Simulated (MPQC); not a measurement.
# MgCl2 (SMILES [Cl][Mg][Cl]) at UHF/def2-SV(P)

Aim: the energy change on altering one bond length of MgCl2 at UHF/def2-SV(P), from 2 runs. 

The results are computed with MPQC 2.3.1.

5 further runs of the same task are left out: 2 that didn't finish, 3 set aside as unsound or not needed.

### Step 1. The system as given

MgCl2: 3 atoms, total charge 0, spin state singlet. As SMILES, `[Cl][Mg][Cl]`. The shape comes from GFN2-xTB, which is rough for such elements, and wasn't checked as a minimum.

Bond lengths: Mg1–Cl2 2.121 Å, Mg1–Cl3 2.119 Å. Angles: Cl2–Mg1–Cl3 178.9°.

### Step 2. Energy and forces at UHF/def2-SV(P)

File run.in:

```
molecule<Molecule>: (
  symmetry = c1
  unit = bohr
  { atoms geometry } = {
    Mg [ -0.02284679 -0.01317139 -0.00130391 ]
    Cl [ -0.01906734 -0.03084033 4.00616269 ]
    Cl [ 0.04189523 0.04401172 -4.00487768 ]
  }
)
basis<GaussianBasisSet>: (
  name = "def2-SV(P)"
  molecule = $:molecule
  basisdir = "."
  puream = yes
)
mpqc: (
  checkpoint = no
  savestate = no
  restart = no
  do_energy = yes
  do_gradient = yes
  optimize = no
  mole<UHF>: (
    molecule = $:molecule
    basis = $:basis
    total_charge = 0
    multiplicity = 1
    memory = 1000000000
    print_evals = yes
    print_npa = yes
    maxiter = 100
    guess_wavefunction<UHF>: (
      molecule = $:molecule
      total_charge = 0
      multiplicity = 1
      memory = 1000000000
      value_accuracy = 1e-3
      basis<GaussianBasisSet>: (
        name = "STO-2G"
        molecule = $:molecule
      )
    )
  )
)
```

The basis set def2-SV(P) is read from a file made from the Basis Set Exchange's data (not shown).

Command:

```sh
mpqc run.in > run.out
```

Standard output:

```text
MPQC: Massively Parallel Quantum Chemistry
                                   Version 2.3.1

  Using IntegralV3 by default for molecular integrals evaluation

      USCF::init: total charge = 0

      alpha = [ 23 ]
      beta  = [ 23 ]

  USCF::init: total charge = 0

  alpha = [ 23 ]
  beta  = [ 23 ]

  Molecular formula Cl2Mg

  MPQC options:
    matrixkit     = <ReplSCMatrixKit>
    restart       = no
    checkpoint    = no
    savestate     = no
    do_energy     = yes
    do_gradient   = yes
    optimize      = no
    write_pdb     = no
    print_mole    = yes
    print_timings = yes

  SCF::compute: energy accuracy = 1.0000000e-08

  nuclear repulsion energy =  137.9196757450

  Projecting guess wavefunction into the present basis set

      SCF::compute: energy accuracy = 1.0000000e-03

      nuclear repulsion energy =  137.9196757450

      Starting from core Hamiltonian guess

      Using symmetric orthogonalization.
      n(basis):            27
      Maximum orthogonalization residual = 1.85044
      Minimum orthogonalization residual = 0.24193
      Beginning iterations.  Basis is STO-2G.
      iter     1 energy = -1075.6875846744 delta = 5.10329e-01
      iter     2 energy = -1076.0929874679 delta = 6.19282e-02
      iter     3 energy = -1076.1312078513 delta = 2.29683e-02
      iter     4 energy = -1076.1401932343 delta = 1.28674e-02
      iter     5 energy = -1076.1420334064 delta = 5.95512e-03
      iter     6 energy = -1076.1423884890 delta = 2.91385e-03

      <S^2>exact = 0.000000
      <S^2>      = -0.000000

      total scf energy = -1076.1423884890

      Projecting the guess density.

        The number of electrons in the guess density = 23
        Using symmetric orthogonalization.
        n(basis):            54
        Maximum orthogonalization residual = 3.22454
        Minimum orthogonalization residual = 0.0116477
        The number of electrons in the projected density = 22.8442

      Projecting the guess density.

        The number of electrons in the guess density = 23
        The number of electrons in the projected density = 22.8442

  Beginning iterations.  Basis is def2-SV(P).
  iter     1 energy = -1117.8516206525 delta = 2.50430e-01
  iter     2 energy = -1118.3734260902 delta = 5.44300e-02
  iter     3 energy = -1118.4063096910 delta = 1.54765e-02
  iter     4 energy = -1118.4121897784 delta = 4.22385e-03
  iter     5 energy = -1118.4133735871 delta = 1.66997e-03
  iter     6 energy = -1118.4136537292 delta = 6.88338e-04
  iter     7 energy = -1118.4137318008 delta = 4.30434e-04
  iter     8 energy = -1118.4137424665 delta = 1.59679e-04
  iter     9 energy = -1118.4137439246 delta = 5.72260e-05
  iter    10 energy = -1118.4137441069 delta = 1.92224e-05
  iter    11 energy = -1118.4137427850 delta = 7.38771e-06
  iter    12 energy = -1118.4137427865 delta = 1.95248e-06
  iter    13 energy = -1118.4137427869 delta = 9.56038e-07
  iter    14 energy = -1118.4137427871 delta = 7.08130e-07
  iter    15 energy = -1118.4137427874 delta = 2.33742e-07
  iter    16 energy = -1118.4137427753 delta = 6.70184e-06
  iter    17 energy = -1118.4137427717 delta = 3.28663e-06
  iter    18 energy = -1118.4137427706 delta = 8.07106e-07
  iter    19 energy = -1118.4137427704 delta = 2.49717e-07
  iter    20 energy = -1118.4137427703 delta = 1.30477e-07
  iter    21 energy = -1118.4137427930 delta = 7.03674e-08
  iter    22 energy = -1118.4137427930 delta = 2.16546e-08

  <S^2>exact = 0.000000
  <S^2>      = -0.000000

  total scf energy = -1118.4137427930

  SCF::compute: gradient accuracy = 1.0000000e-06

  Total Gradient:
       1  Mg   0.0000653729   0.0000404626  -0.0005543316
       2  Cl   0.0001551311   0.0002088245  -0.0240901581
       3  Cl  -0.0002205040  -0.0002492870   0.0246444897
Value of the MolecularEnergy: -1118.4137427930

  Gradient of the MolecularEnergy:
      1    0.0000653729
      2    0.0000404626
      3   -0.0005543316
      4    0.0001551311
      5    0.0002088245
      6   -0.0240901581
      7   -0.0002205040
      8   -0.0002492870
      9    0.0246444897

  Function Parameters:
    value_accuracy    = 7.752737e-09 (1.000000e-08) (computed)
    gradient_accuracy = 7.752737e-07 (1.000000e-06) (computed)
    hessian_accuracy  = 0.000000e+00 (1.000000e-04)

  Molecule:
    Molecular formula: Cl2Mg
    molecule<Molecule>: (
      symmetry = c1
      unit = "bohr"
      {  n atoms                        geometry                     }={
         1    Mg [   -0.0228467900    -0.0131713900    -0.0013039100]
         2    Cl [   -0.0190673400    -0.0308403300     4.0061626900]
         3    Cl [    0.0418952300     0.0440117200    -4.0048776800]
      }
    )
    Atomic Masses:
       23.98504   34.96885   34.96885

  Electronic basis:
    GaussianBasisSet:
      nbasis = 54
      nshell = 24
      nprim  = 54
      name = "def2-SV(P)"
  Natural Population Analysis:
     n   atom    charge     ne(S)     ne(P)     ne(D)
      1   Mg    1.628050  4.260278  6.092148  0.019524
      2   Cl   -0.813961  5.978494  11.826136  0.009332
      3   Cl   -0.814089  5.978440  11.826283  0.009366

  SCF Parameters:
    maxiter = 100
    density_reset_frequency = 10
    level_shift = 0.250000

  UnrestrictedSCF Parameters:
    charge = 0.0000000000
    nalpha = 23
    nbeta = 23
    alpha = [ 23 ]
    beta  = [ 23 ]

                               CPU Wall
mpqc:                         6.33 6.34
  NAO:                        0.01 0.01
  calc:                       6.30 6.32
    compute gradient:         0.87 0.87
      nuc rep:                0.00 0.00
      one electron gradient:  0.02 0.02
      overlap gradient:       0.01 0.01
      two electron gradient:  0.84 0.84
    vector:                   5.43 5.44
      density:                0.01 0.01
      evals:                  0.07 0.07
      extrap:                 0.04 0.04
      fock:                   4.96 4.98
      vector:                 0.03 0.03
        density:              0.00 0.00
        evals:                0.00 0.00
        extrap:               0.00 0.00
        fock:                 0.02 0.02
  input:                      0.02 0.02
```

Run time: 6.9 s. Hardware: 1 thread of Intel Xeon at 2.50GHz (Skylake/Cascade Lake), shared host.

### Step 3. The distorted shape, same level

File mol.in:

```
% emacs should use -*- KeyVal -*- mode
molecule<Molecule>: (
  symmetry = c1
  unit = bohr
  { atoms geometry } = {
    Mg [ -0.02246884    -0.01493829     0.39946732 ]
    Cl [ -0.01906734    -0.03084033     4.00616269 ]
    Cl [ 0.04227317     0.04224483    -3.60410645 ]
  }
)
basis<GaussianBasisSet>: (
  name = "def2-SV(P)"
  molecule = $:molecule
  basisdir = "."
  puream = yes
)
mpqc: (
  checkpoint = no
  savestate = no
  restart = no
  do_energy = yes
  do_gradient = yes
  optimize = no
  mole<UHF>: (
    molecule = $:molecule
    basis = $:basis
    total_charge = 0
    multiplicity = 1
    memory = 1000000000
    print_evals = yes
    print_npa = yes
    maxiter = 100
    guess_wavefunction<UHF>: (
      molecule = $:molecule
      total_charge = 0
      multiplicity = 1
      memory = 1000000000
      value_accuracy = 1e-3
      basis<GaussianBasisSet>: (
        name = "STO-2G"
        molecule = $:molecule
      )
    )
  )
)
```

The basis set def2-SV(P) is read from a file made from the Basis Set Exchange's data (not shown).

Command:

```sh
mpqc mol.in > mol.out
```

Standard output:

```text
MPQC: Massively Parallel Quantum Chemistry
                                   Version 2.3.1

  Using IntegralV3 by default for molecular integrals evaluation

      USCF::init: total charge = 0

      alpha = [ 23 ]
      beta  = [ 23 ]

  USCF::init: total charge = 0

  alpha = [ 23 ]
  beta  = [ 23 ]

  Molecular formula Cl2Mg

  MPQC options:
    matrixkit     = <ReplSCMatrixKit>
    restart       = no
    checkpoint    = no
    savestate     = no
    do_energy     = yes
    do_gradient   = yes
    optimize      = no
    write_pdb     = no
    print_mole    = yes
    print_timings = yes

  SCF::compute: energy accuracy = 1.0000000e-08

  nuclear repulsion energy =  145.4755362005

  Projecting guess wavefunction into the present basis set

      SCF::compute: energy accuracy = 1.0000000e-03

      nuclear repulsion energy =  145.4755362005

      Starting from core Hamiltonian guess

      Using symmetric orthogonalization.
      n(basis):            27
      Maximum orthogonalization residual = 1.91479
      Minimum orthogonalization residual = 0.194985
      Beginning iterations.  Basis is STO-2G.
      iter     1 energy = -1075.6639847686 delta = 5.09595e-01
      iter     2 energy = -1076.0697485053 delta = 6.66942e-02
      iter     3 energy = -1076.1044299301 delta = 2.31696e-02
      iter     4 energy = -1076.1119565854 delta = 1.23273e-02
      iter     5 energy = -1076.1133836020 delta = 5.39281e-03
      iter     6 energy = -1076.1136554532 delta = 2.59329e-03

      <S^2>exact = 0.000000
      <S^2>      = -0.000000

      total scf energy = -1076.1136554532

      Projecting the guess density.

        The number of electrons in the guess density = 23
        Using symmetric orthogonalization.
        n(basis):            54
        Maximum orthogonalization residual = 3.30871
        Minimum orthogonalization residual = 0.00858184
        The number of electrons in the projected density = 22.8458

      Projecting the guess density.

        The number of electrons in the guess density = 23
        The number of electrons in the projected density = 22.8458

  Beginning iterations.  Basis is def2-SV(P).
  iter     1 energy = -1117.8251463567 delta = 2.53774e-01
  iter     2 energy = -1118.3454795987 delta = 6.28947e-02
  iter     3 energy = -1118.3776828639 delta = 1.65057e-02
  iter     4 energy = -1118.3830820157 delta = 4.37496e-03
  iter     5 energy = -1118.3840820524 delta = 1.63362e-03
  iter     6 energy = -1118.3842968125 delta = 6.18582e-04
  iter     7 energy = -1118.3843542263 delta = 3.69133e-04
  iter     8 energy = -1118.3843622599 delta = 1.39110e-04
  iter     9 energy = -1118.3843633377 delta = 5.01608e-05
  iter    10 energy = -1118.3843634784 delta = 1.71977e-05
  iter    11 energy = -1118.3843631808 delta = 6.47409e-06
  iter    12 energy = -1118.3843631821 delta = 1.78785e-06
  iter    13 energy = -1118.3843631822 delta = 9.54524e-07
  iter    14 energy = -1118.3843631815 delta = 7.04192e-07
  iter    15 energy = -1118.3843631819 delta = 6.08182e-07
  iter    16 energy = -1118.3843631848 delta = 3.57573e-06
  iter    17 energy = -1118.3843631844 delta = 8.61290e-07
  iter    18 energy = -1118.3843631840 delta = 4.73687e-07
  iter    19 energy = -1118.3843631839 delta = 2.40702e-07
  iter    20 energy = -1118.3843631838 delta = 9.16677e-08
  iter    21 energy = -1118.3843631851 delta = 2.80982e-08

  <S^2>exact = 0.000000
  <S^2>      = -0.000000

  total scf energy = -1118.3843631851

  SCF::compute: gradient accuracy = 1.0000000e-06

  Total Gradient:
       1  Mg   0.0001270078  -0.0004748840   0.1106689942
       2  Cl   0.0000928750   0.0007302749  -0.1366180722
       3  Cl  -0.0002198828  -0.0002553909   0.0259490780
Value of the MolecularEnergy: -1118.3843631851

  Gradient of the MolecularEnergy:
      1    0.0001270078
      2   -0.0004748840
      3    0.1106689942
      4    0.0000928750
      5    0.0007302749
      6   -0.1366180722
      7   -0.0002198828
      8   -0.0002553909
      9    0.0259490780

  Function Parameters:
    value_accuracy    = 8.583543e-09 (1.000000e-08) (computed)
    gradient_accuracy = 8.583543e-07 (1.000000e-06) (computed)
    hessian_accuracy  = 0.000000e+00 (1.000000e-04)

  Molecule:
    Molecular formula: Cl2Mg
    molecule<Molecule>: (
      symmetry = c1
      unit = "bohr"
      {  n atoms                        geometry                     }={
         1    Mg [   -0.0224688400    -0.0149382900     0.3994673200]
         2    Cl [   -0.0190673400    -0.0308403300     4.0061626900]
         3    Cl [    0.0422731700     0.0422448300    -3.6041064500]
      }
    )
    Atomic Masses:
       23.98504   34.96885   34.96885

  Electronic basis:
    GaussianBasisSet:
      nbasis = 54
      nshell = 24
      nprim  = 54
      name = "def2-SV(P)"
  Natural Population Analysis:
     n   atom    charge     ne(S)     ne(P)     ne(D)
      1   Mg    1.645221  4.248357  6.089032  0.017389
      2   Cl   -0.831140  5.969196  11.847427  0.014517
      3   Cl   -0.814082  5.977667  11.827174  0.009241

  SCF Parameters:
    maxiter = 100
    density_reset_frequency = 10
    level_shift = 0.250000

  UnrestrictedSCF Parameters:
    charge = 0.0000000000
    nalpha = 23
    nbeta = 23
    alpha = [ 23 ]
    beta  = [ 23 ]

                               CPU Wall
mpqc:                         6.09 6.10
  NAO:                        0.01 0.01
  calc:                       6.06 6.07
    compute gradient:         0.86 0.86
      nuc rep:                0.00 0.00
      one electron gradient:  0.02 0.02
      overlap gradient:       0.01 0.01
      two electron gradient:  0.83 0.83
    vector:                   5.20 5.21
      density:                0.01 0.01
      evals:                  0.06 0.06
      extrap:                 0.04 0.04
      fock:                   4.80 4.81
      vector:                 0.03 0.03
        density:              0.00 0.00
        evals:                0.00 0.00
        extrap:               0.00 0.00
        fock:                 0.02 0.02
  input:                      0.02 0.02
```

Wall time 6.6 s (1 thread of Intel Xeon at 2.50GHz (Skylake/Cascade Lake), shared host).

### Step 4. Outcome

At UHF/def2-SV(P):

| quantity | value |
| --- | --- |
| first shape: total energy | -1118.41374 Eh |
| first shape: largest force on an atom | 1.267 eV/Å |
| distorted shape: total energy | -1118.38436 Eh |
| distorted shape: largest force on an atom | 7.025 eV/Å |
| energy change with the Mg1–Cl2 bond shortened from 2.121 to 1.909 Å | 0.799 eV |

With the Mg1–Cl2 bond shortened from 2.121 to 1.909 Å the energy rises by 0.80 eV (77.1 kJ/mol). The first shape isn't relaxed at this level, so the change isn't measured from a minimum. The largest force (first shape) is 1.27 eV/Å: the shape isn't a stationary point for this species at this level.
